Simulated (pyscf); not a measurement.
# Routes from `[OH][Si]([OH])([F])[F]` + `[NH3]`

Candidate steps break at most two bonds and form at most two. Each was searched with GFN2-xTB (tblite) first. Structures and frequencies: ωB97X-D3(BJ)/def2-SVP in PySCF. Energies: ωB97M-D3(BJ)/def2-TZVP, kcal/mol, from the separated reactants, singlet surface; ΔG‡ with ideal gas, 1 atm, RRHO with modes under 100 cm⁻¹ raised to 100, one conformer, R ln 2 for chiral ones without a mode under 150 cm⁻¹.

```csv
products,type,ΔE‡,ΔE,ΔG‡ 298 K,ΔG‡ 900 K,ν‡ (cm⁻¹)
H₂O + H₂N–Si(OH)(F)–F,four-centre exchange,23.6,+9.9,35.5,60.9,1193i
H₂N–Si(OH)(OH)–F + HF,four-centre exchange,23.7,+19.7,35.2,59.8,708i
```

Row 1: On the reactant side the descent ends in an adduct with a N–Si contact, 13.1 kcal/mol under the separated species and 36.0 kcal/mol under the saddle at ωB97X-D3(BJ)/def2-TZVP. On the product side the descent ends in a complex, 5.3 kcal/mol under the separated species and 18.7 kcal/mol under the saddle at ωB97X-D3(BJ)/def2-TZVP. Row 2: On the reactant side the descent ends in an adduct with a N–Si contact (not fully relaxed), 8.4 kcal/mol under the separated species and 31.5 kcal/mol under the saddle at ωB97X-D3(BJ)/def2-TZVP. On the product side the descent ends in a bound adduct, 12.5 kcal/mol under the separated species and 16.5 kcal/mol under the saddle at ωB97X-D3(BJ)/def2-TZVP. 

Plain bond fissions and candidates not yet searched are not listed, and one of them may be faster. Each barrier is that of the saddle found; lower ones may exist.
